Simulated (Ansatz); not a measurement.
The input, for Ansatz 0.2.0:

```yaml
crystal:
  periodic: [false, false, false]
  atoms:
    - {symbol: Be, position_ang: [0.000000, 0.000000, 0.000000]}
    - {symbol: H, position_ang: [0.000000, 0.000000, 1.594000]}
basis:
  gaussian: {orbitals: cc-pVQZ}
total_charge: 1
correlation: {method: fci, electrons: outside_noble_gas}
```

```sh
$ ansatz run in.yaml --threads 1 --pin off --events-out ev --progress --plain --max-ram 2393MiB
```

Output:

```
957 factors; integrals over basis functions are off by at most 1.5e-7 eV
mean field evaluation 1: about -403.5445 eV, gradient 6.2e0 eV
mean field evaluation 2: about -403.5436 eV, gradient 6.2e0 eV
mean field evaluation 4: about -403.6899 eV, gradient 2.9e-1 eV
mean field evaluation 8: about -403.6910 eV, gradient 3.7e-3 eV
mean field -403.69104727 eV, -14.8353723557 hartree, gradient 6.8e-6 eV, S^2 0.000000; 0 other end points of the search recorded, 0 dependent functions left out
1 core orbitals not correlated: weight in the atoms' cores, before any rotation towards them, 1.000 or more for the frozen orbitals, at most 0.000 for the correlated occupied ones
reference -403.69104727 eV, -14.8353723557 hartree; 1, 1 occupied and 83, 83 virtual orbitals, 957 factors
state -404.85120290 eV, -14.8780072886 hartree
Total energy: -404.85120290 eV, -14.8780072886 hartree
```

Natural occupations: 1.9194 0.0531 0.0099 0.0099 0.0060 0.0004 0.0003 0.0003 0.0002 0.0001 0.0001 0.0001 0.0001 0.0001 0.0000 0.0000 0.0000 0.0000 0.0000 0.0000 0.0000 0.0000 0.0000 0.0000.

Ran on 1 thread of Intel Xeon, shared host: 4 s wall, 0.28 GiB peak host memory.
